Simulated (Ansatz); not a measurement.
[AlH$_{2}$···H···H], doublet: transfer scan

All five atoms lie in one plane.

Starting geometry:

```yaml
atoms:
  - { symbol: Al, position_ang: [-0.0857, 0.0000, 0.0000] }
  - { symbol: H, position_ang: [-0.8787, 1.3734, 0.0000] }
  - { symbol: H, position_ang: [-0.8787, -1.3734, 0.0000] }
  - { symbol: H, position_ang: [1.5001, 0.0000, 0.0000] }
  - { symbol: H, position_ang: [2.5523, 0.0000, 0.0000] }
```

From there H4 is moved from one fragment to the other while all else, the fragments' distance too, stays fixed; atoms are numbered as listed. Energies are in kJ/mol, counted from the starting geometry at the same level. Kohn–Sham curves are unrestricted where that lies lower.

Basis 6-31G; Ansatz 0.2.0. Correlated methods freeze the noble-gas cores.

In so small a basis the reference is far from its limit while semilocal and hybrid functionals are nearer theirs (RPA and double hybrids share much of the reference's basis error), so the functionals' errors here hold much of the reference's basis and frozen-core error, which can add to them or hide them.

Full CI is exact within this basis and frozen core; it isn't the basis-set limit.

```tsv
distance Al1-H4 (Å)	full CI	PBE	r2SCAN	B97M-V	PBE0	B3LYP	wB97M-V	B2PLYP	RPA-PBE
1.475	23.2	30.2	26.9	28.3	27.5	27.1	26.1	24.1	26.3
1.586	0.0	0.0	0.0	0.0	0.0	0.0	0.0	0.0	0.0
1.630	-7.8	-9.7	-8.6	-8.9	-8.9	-8.8	-8.7	-7.9	-9.3
1.674	-15.8	-18.6	-16.6	-16.9	-17.2	-17.1	-17.1	-15.6	-18.7
1.717	-23.8	-26.7	-24.0	-23.9	-25.0	-24.9	-25.2	-23.2	-28.1
1.761	-32.1	-33.9	-30.9	-30.0	-32.3	-32.3	-33.0	-30.7	-37.5
1.805	-39.9	-39.7	-36.6	-34.7	-38.4	-38.6	-39.8	-37.5	-46.2
1.849	-46.0	-42.9	-40.0	-37.4	-42.4	-42.7	-44.5	-42.6	-52.9
1.893	-48.9	-42.5	-40.0	-36.9	-42.9	-43.4	-45.8	-44.4	-56.1
```
